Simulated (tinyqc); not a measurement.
Inside a calculation. Method: extended Hueckel theory, for H2O+. The parameters take no account of the charge, which enters only through the electron count. One step of it, computed by the program tinyqc.

Task: Mulliken analysis. P = C n C^T; charge = valence electrons (H 1, O 6) minus the sum of (P S)_ii on the atom; overlap population = 2 sum P_ij S_ij between two atoms.

coefficients:
```
              MO1        MO2        MO3       MO4        MO5        MO6
1O 2s    0.862382   0.000000  -0.177830  0.000000   0.000000   0.955007
1O 2px   0.000000   0.000000   0.000000  1.000000   0.000000   0.000000
1O 2py   0.000000   0.709305   0.000000  0.000000   0.932862   0.000000
1O 2pz  -0.028657   0.000000   0.926963  0.000000   0.000000   0.558318
2H 1s    0.131613   0.343392   0.127232  0.000000  -0.879547  -0.849934
3H 1s    0.131613  -0.343392   0.127232  0.000000   0.879547  -0.849934
```

occupations: 2.000000  2.000000  2.000000  1.000000  0.000000  0.000000

overlap S, lower triangle:
```
           1O 2s    1O 2px     1O 2py    1O 2pz     2H 1s     3H 1s
1O 2s   1.000000
1O 2px  0.000000  1.000000
1O 2py  0.000000  0.000000   1.000000
1O 2pz  0.000000  0.000000   0.000000  1.000000
2H 1s   0.476796  0.000000   0.323563  0.238370  1.000000
3H 1s   0.476796  0.000000  -0.323563  0.238370  0.229774  1.000000
```

Give: charges; Overlap populations.

Result:

charges: 1O 0.1255, 2H 0.4372, 3H 0.4372

Overlap populations:

| pair | value |
|---|---|
| 2-1 | 0.597413 |
| 3-1 | 0.597413 |
| 3-2 | -0.077579 |
